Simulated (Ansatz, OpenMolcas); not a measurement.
## HNO2 (SMILES O=NO): from total energies to a heat of formation

HNO2 has 4 atoms, charge 0, and is taken as a singlet. SMILES: `O=NO`. Geometry: relaxed at PBE0-D4/def2-TZVP.

Total energies at r2SCAN/def2-TZVP (OpenMolcas 26.06); the atoms run unrestricted:

```
species    state  energy (Eh)
   HNO2  singlet  -205.698516
      O  triplet   -75.058614
      N  quartet   -54.581018
      H  doublet    -0.499927
```

Harmonic wavenumbers at PBE0-D4/def2-TZVP, in cm⁻¹: 604, 672, 886, 1326, 1820, 3801.

Measured heats of formation of the gaseous atoms at 298.15 K, in kJ/mol: O 249.2, N 472.4, H 218.0. Spin-orbit lowering of the atoms at 298 K (mean of the ground term's levels less their thermal mean, from spectra), in kJ/mol: O 0.40. Take 1 Eh = 2625.50 kJ/mol, 1 cm⁻¹ = 0.0119627 kJ/mol, RT = 2.479 kJ/mol.

What heat of formation follows?


1. Electronic atomisation energy: 2 × (-75.058614) + (-54.581018) + (-0.499927) − (-205.698516) = 0.500343 Eh = 1313.7 kJ/mol.
2. Zero-point energy: half the sum of the wavenumbers, 4554.5 cm⁻¹ = 54.5 kJ/mol.
3. Thermal vibrational enthalpy, Σ hcν̃/(exp(hcν̃/kT) − 1): 0.9 kJ/mol. Translation, rotation and pV of a non-linear molecule: 4 RT = 9.9 kJ/mol.
4. The 4 free atoms carry 5/2 RT each: 24.8 kJ/mol.
5. Spin-orbit coupling lowers the free atoms by 2 × 0.40 = 0.8 kJ/mol.
6. Atomisation enthalpy at 298 K: 1313.7 − 0.8 − 54.5 − 0.9 − 9.9 + 24.8 = 1272.4 kJ/mol.
7. Sum of the atoms' heats of formation: 1188.8 kJ/mol. Heat of formation: 1188.8 − 1272.4 = -83.6 kJ/mol.

The tabulated value is -78.7 kJ/mol (Active Thermochemical Tables), so this level is off by -4.9 kJ/mol, or 0.4 % of the atomisation enthalpy. Anharmonicity and any spin-orbit splitting of the molecule are left out.
